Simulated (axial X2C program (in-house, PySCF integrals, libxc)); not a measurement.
# SF⁻: properties at the nuclei

Aim: properties at the nuclei of SF⁻, with spin–orbit coupling in the Hamiltonian from the start.

Computed with an in-house X2C program for linear molecules on PySCF integrals. Level: two-component X2C with atomic mean-field terms, S dyall-av3z, F dyall-av3z.

All values are calculated.

## 1. Set-up

The input, task.json:

```json
{
 "zs": [
  16,
  9
 ],
 "q": -1,
 "bas": [
  "dyall-av3z",
  "dyall-av3z"
 ],
 "r0": 1.67,
 "levels": [
  "PBE0",
  "HF",
  "PBE50",
  "BHandHLYP",
  "BP86"
 ],
 "nst": 3
}
```

Keys: zs atomic numbers; q charge; bas basis sets; r0 starting distance in Å; levels methods (HF also brings MP2); nst determinants followed.

Command:

```bash
$ python soeom.py task.json out
```

Nuclei are Gaussian, cores are contracted, and the Gaunt term is on.

## 2. Expectation values, lowest determinant

R = 1.720 Å. State: Ω = 0 (closed shell).

Output of the PBE0 run:

```text
two-component X2C + atomic mean field  PBE0
basis functions 116  fitting functions 591  grid points 4353
iter        total energy     max residual
   1       -494.755545788     2.50e+00
   2       -496.755524981     2.13e+00
   3       -497.994688555     1.33e+00
   4       -498.740920719     3.03e-01
   5       -498.951651734     1.04e-01
   6       -498.971352409     6.43e-02
   7       -498.989438854     3.36e-02
   8       -498.991418399     2.36e-02
   9       -498.993025946     7.50e-03
  10       -498.993124900     6.99e-03
  11       -498.993232414     1.40e-03
  12       -498.993236471     7.63e-04
  13       -498.993239140     3.28e-04
  14       -498.993239663     1.48e-04
  15       -498.993239737     1.03e-04
  16       -498.993239759     3.95e-05
  17       -498.993239763     3.56e-05
  18       -498.993239765     1.21e-05
  19       -498.993239766     7.40e-06
converged
one-electron -785.97781562  Coulomb 278.96081285  exact exchange -8.83283368  xc functional -27.37929422  nuclear repulsion 44.30320836  atomic mean-field constant -0.06731746
```

The highest occupied spinor is 84% S p, 9% F p, 3% F d.

```csv
level,qzz S (a.u.),qzz F (a.u.)
PBE0,5.36,2.87
HF,5.80,2.73
PBE50,5.53,2.85
BHandHLYP,5.66,2.81
BP86,5.21,2.87
```

Eeff is the effective electric field on the electron dipole moment in this Ω state and Ws the scalar–pseudoscalar constant (defined with the proton number Z and per Ω); A∥ is the parallel hyperfine constant, which follows by multiplying with the nuclear g factor gI = μI/(I μN); qzz is the electric field gradient, eQq0 = 234.96 MHz × Q/barn × qzz. The operators were transformed with the bare-nucleus X2C matrices.

## 3. Expectation values, a higher determinant

R = 1.720 Å. State: Ω = 2 (excess of +ω over −ω: ω = 1/2, ω = 3/2), 2.17 eV above the lowest in the PBE0 search for states (made at or near this distance, with looser thresholds).

Output of the PBE0 run:

```text
two-component X2C + atomic mean field  PBE0
basis functions 116  fitting functions 591  grid points 4353
iter        total energy     max residual
   1       -494.568353324     2.50e+00
   2       -496.462716538     2.21e+00
   3       -497.641943210     1.56e+00
   4       -498.664010349     2.55e-01
   5       -498.832886595     1.35e-01
   6       -498.887092532     1.29e-01
   7       -498.912005943     4.73e-02
   8       -498.916036873     3.95e-02
   9       -498.918687818     1.35e-02
  10       -498.919278140     9.73e-03
  11       -498.919515327     4.24e-03
  12       -498.919582244     3.65e-03
  13       -498.919611404     2.00e-03
  14       -498.919620049     1.34e-03
  15       -498.919627319     9.10e-04
  16       -498.919632505     9.16e-04
  17       -498.919635542     1.24e-03
  18       -498.919637162     5.38e-04
  19       -498.919637763     4.08e-04
  20       -498.919638055     1.23e-04
  21       -498.919638134     8.28e-05
  22       -498.919638160     4.40e-05
  23       -498.919638164     5.03e-05
  24       -498.919638166     1.48e-05
  25       -498.919638166     1.25e-05
  26       -498.919638166     3.67e-06
converged
one-electron -785.37148130  Coulomb 278.40633305  exact exchange -8.82770565  xc functional -27.36267516  nuclear repulsion 44.30320836  atomic mean-field constant -0.06731746
```

The highest occupied spinor is 62% S p, 14% F p, 13% S d.

```csv
level,Eeff magnitude (GV/cm),Ws magnitude S (kHz),A∥/gI S (MHz),qzz S (a.u.),A∥/gI F (MHz),qzz F (a.u.)
PBE0,0.197,0.049,278,1.66,169,1.54
HF,0.283,0.0668,309,1.78,178,1.51
PBE50,0.229,0.0559,294,1.58,175,1.51
BHandHLYP,0.227,0.0554,304,1.66,178,1.54
BP86,0.17,0.0427,268,1.75,163,1.53
```

## 4. Expectation values, a higher determinant

R = 1.720 Å. State: Ω = 1 (excess of +ω over −ω: ω = -1/2, ω = 3/2), 2.42 eV above the lowest in the PBE0 search for states (made at or near this distance, with looser thresholds).

Output of the PBE0 run:

```text
two-component X2C + atomic mean field  PBE0
basis functions 116  fitting functions 591  grid points 4353
iter        total energy     max residual
   1       -494.562011371     2.52e+00
   2       -496.533622990     2.19e+00
   3       -497.694924858     1.56e+00
   4       -498.643835290     2.74e-01
   5       -498.825997786     1.33e-01
   6       -498.876495841     1.14e-01
   7       -498.903228574     3.99e-02
   8       -498.906596122     3.95e-02
   9       -498.908875258     1.35e-02
  10       -498.909404215     1.00e-02
  11       -498.909609948     7.63e-03
  12       -498.909658748     4.00e-03
  13       -498.909700025     1.46e-03
  14       -498.909708910     2.01e-03
  15       -498.909714984     9.94e-04
  16       -498.909719093     1.13e-03
  17       -498.909722105     6.01e-04
  18       -498.909724126     4.26e-04
  19       -498.909724858     3.45e-04
  20       -498.909725170     1.49e-04
  21       -498.909725256     8.77e-05
  22       -498.909725275     7.46e-05
  23       -498.909725283     2.98e-05
  24       -498.909725284     2.08e-05
  25       -498.909725284     9.42e-06
converged
one-electron -785.15087910  Coulomb 278.17182019  exact exchange -8.82018002  xc functional -27.34637725  nuclear repulsion 44.30320836  atomic mean-field constant -0.06731746
```

The highest occupied spinor is 64% S p, 13% F p, 13% S d.

```csv
level,Eeff magnitude (GV/cm),Ws magnitude S (kHz),A∥/gI S (MHz),qzz S (a.u.),A∥/gI F (MHz),qzz F (a.u.)
PBE0,0.168,0.0857,82.7,1.88,-180,1.64
HF,0.213,0.105,58.5,2.32,-224,1.72
PBE50,0.192,0.0969,61.2,1.82,-209,1.62
BHandHLYP,0.189,0.0952,72.4,1.91,-212,1.65
BP86,0.149,0.0766,95.8,1.92,-150,1.61
```

## 5. What came out

```
                                        quantity                                            value
                              lowest determinant                             Ω = 0 (closed shell)
                              qzz S (a.u.), PBE0                                             5.36
                              qzz F (a.u.), PBE0                                             2.87
                              higher determinant   Ω = 2 (excess of +ω over −ω: ω = 1/2, ω = 3/2)
Eeff magnitude (GV/cm), PBE0, higher determinant                                            0.197
  Ws magnitude S (kHz), PBE0, higher determinant                                            0.049
         A∥/gI S (MHz), PBE0, higher determinant                                              278
          qzz S (a.u.), PBE0, higher determinant                                             1.66
                              higher determinant  Ω = 1 (excess of +ω over −ω: ω = -1/2, ω = 3/2)
Eeff magnitude (GV/cm), PBE0, higher determinant                                            0.168
  Ws magnitude S (kHz), PBE0, higher determinant                                           0.0857
         A∥/gI S (MHz), PBE0, higher determinant                                             82.7
          qzz S (a.u.), PBE0, higher determinant                                             1.88
```

**Reading.** The expectation values come from single determinants, which for open shells can mix terms of unlike spin or miss the lowest Ω, so a determinant need not be a state. Eeff is the effective electric field on the electron dipole moment in this Ω state and Ws the scalar–pseudoscalar constant (defined with the proton number Z and per Ω); A∥ is the parallel hyperfine constant, which follows by multiplying with the nuclear g factor gI = μI/(I μN); qzz is the electric field gradient, eQq0 = 234.96 MHz × Q/barn × qzz. The operators were transformed with the bare-nucleus X2C matrices.
